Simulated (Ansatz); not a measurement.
**Beryllium, hcp: convergence with Fermi-Dirac smearing**

Computed with Ansatz, LDA, scalar-relativistic PAW, on the relaxed cell (a = 2.230 Å, c = 3.508 Å (c/a = 1.574); spin not included). Errors count from a run at 420 eV on a Γ-centred 26×26×15 mesh with Fermi-Dirac smearing of 0.1 eV, extrapolated to zero width. Fixed here: cutoff 420 eV, mesh 16×16×9. The SCF starts from atomic densities corrected by a trained network.

```tsv
width (eV)	E(σ→0) error (meV/atom)	F error (meV/atom)	P (GPa)	SCF iterations
0.01	-0.8	-0.8	-0.01	6
0.03	-0.9	-1.0	-0.02	6
0.1	-1.0	-1.8	-0.02	6
0.2	-0.5	-4.5	0.01	6
0.3	1.4	-10.2	0.14	6
1.0	62.4	-225.4	5.96	6
```

What does the run at 0.6 give (width)?

E(σ→0) error (meV/atom): 19.7; F error (meV/atom): -58.9; P (GPa): 1.63; SCF iterations: 6.
